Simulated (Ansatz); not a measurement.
# SiH₃O radical (SMILES O[SiH2]): single points off equilibrium

The task here is to estimate one member of a computed series from the others.

The runs use Ansatz 0.2.0, Gaussian basis; single points in def2-TZVPP.

Correlated methods freeze the cores. Orbitals are unrestricted. B3LYP uses VWN-RPA correlation.

### Starting geometry

5 atoms, charge 0, spin multiplicity 2.

Atoms are counted from 1 here; the program's logs count them from 0.

Bond lengths: O1–Si2 1.685 Å, O1–H3 0.909 Å, Si2–H4 1.443 Å, Si2–H5 1.570 Å. Angles: Si2–O1–H3 117.4°, O1–Si2–H4 113.2°, O1–Si2–H5 98.6°, H4–Si2–H5 116.7°.

As a file:

| atom | x (Å) | y (Å) | z (Å) |
| --- | --- | --- | --- |
| O1 | 0.5568 | -0.5036 | 0.8023 |
| Si2 | 0.0153 | 0.2895 | -0.5817 |
| H3 | 0.6996 | -1.3988 | 0.7416 |
| H4 | -1.2327 | -0.2328 | -1.0849 |
| H5 | -0.0084 | 1.7549 | -0.0186 |

Set-up of the first run:

run/in.yaml reads:

```yaml
crystal:
  periodic: [false, false, false]
  atoms:
    - {symbol: O, position_ang: [0.556800, -0.503600, 0.802300]}
    - {symbol: Si, position_ang: [0.015300, 0.289500, -0.581700]}
    - {symbol: H, position_ang: [0.699600, -1.398800, 0.741600]}
    - {symbol: H, position_ang: [-1.232700, -0.232800, -1.084900]}
    - {symbol: H, position_ang: [-0.008400, 1.754900, -0.018600]}
basis:
  gaussian: {orbitals: def2-TZVPP}
magnetization: {spin_polarized: true, initial_magnetization: 1}
correlation: {method: ccsd_t}
scf: {omitted_lower_state_checks: [cluster_reference]}
output: {forces: true}
```

The command line of these runs was not kept.

Among the steps run: CCSD(T)/def2-TZVPP; PBE0-D4/def2-TZVPP; wB97M-V/def2-TZVPP; r2SCAN-D4/def2-TZVPP; PBE-D4/def2-TZVPP; B3LYP-D4/def2-TZVPP; r2SCAN0-D4/def2-TZVPP.

One table of the session follows, with a row left open; its other results are not shown here.

| method | RMS force component (eV/Å) | angle to CCSD(T) forces (°) | dipole (D) |
| --- | --- | --- | --- |
| CCSD(T) | 1.405 | reference | 1.50 |
| PBE0-D4 | 1.417 | 3.2 | 1.48 |
| wB97M-V | 1.409 | 1.4 | 1.55 |
| r2SCAN-D4 | ? | ? | ? |
| PBE-D4 | 1.508 | 8.2 | 1.43 |
| B3LYP-D4 | 1.412 | 2.0 | 1.51 |
| r2SCAN0-D4 | 1.383 | 7.0 | 1.52 |

**Question.** Estimate the row for r2SCAN-D4.

The run gave: RMS force component (eV/Å): 1.431; angle to CCSD(T) forces (°): 2.1; dipole (D): 1.48. In the column «RMS force component (eV/Å)» it lies between PBE0-D4 (1.417) and PBE-D4 (1.508).
